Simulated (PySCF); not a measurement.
# Continuum solvent and chemical shifts

Atoms are numbered as in `[CH3:1][C:2]([CH3:3])=[C:4]([CH3:5])[CH3:6]`. Each H is labelled by its parent atom.

GIAO PBE0/pcSseg-1 in PySCF 2.14.0 with density-fitted response routines on one PBE0-D3(BJ)/def2-SVP conformer, non-relativistic, equivalent nuclei averaged. Solvents enter as an IEF-PCM continuum (benzene with ε = 2.3, chloroform with ε = 4.7) around the gas-phase geometry. Shifts are referred to TMS computed in the same medium.

In benzene, δ in ppm: C2/C4 132.6, C1/C3/C5/C6 22.2, H(C1)/H(C3)/H(C5)/H(C6) 1.70. Dipole moment 0.09 D.

Problem. How does each δ change in the more polar medium?

Solution. 
| atoms | environment | Δδ, chloroform |
| --- | --- | --- |
| C2/C4 | fully substituted alkene carbon | +0.4 |
| C1/C3/C5/C6 | allylic methyl carbon | +0.1 |
| H(C1)/H(C3)/H(C5)/H(C6) | hydrogen on an allylic methyl carbon | +0.01 |

Changes are relative to benzene. The dipole moment becomes 0.10 D in chloroform.

Problem. Which of the listed nuclei move most (in ppm), and what does the model miss?

Solution. C2/C4 (fully substituted alkene carbon, +0.4 ppm) in chloroform. A continuum only polarises the solute; specific hydrogen bonds, the anisotropy of aromatic solvents and changes of geometry or conformer are outside it.
